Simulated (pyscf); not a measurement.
Thermochemistry of product channels of HO–Ti(OH)(F)–F + H₂ on the singlet surface, in kcal/mol, from ωB97M-D3(BJ)/def2-TZVP energies (ideal gas, 1 atm, RRHO with modes under 100 cm⁻¹ raised to 100, one conformer, R ln 2 for chiral ones without a mode under 150 cm⁻¹). PySCF, gas phase, ωB97X-D3(BJ)/def2-SVP geometries.

```csv
products,ΔE,ΔH(298 K),ΔG(298 K),ΔG(600 K)
H₂O + HO–TiH(F)–F,+30.8,+33.3,+31.5,___
HO–TiH(OH)–F + HF,+41.2,+43.0,+41.5,___
```

Q: What belongs in the gaps?

A: 
- H₂O + HO–TiH(F)–F, ΔG(600 K): +30.1
- HO–TiH(OH)–F + HF, ΔG(600 K): +40.4

These are energies of the channels, which say nothing of barriers.
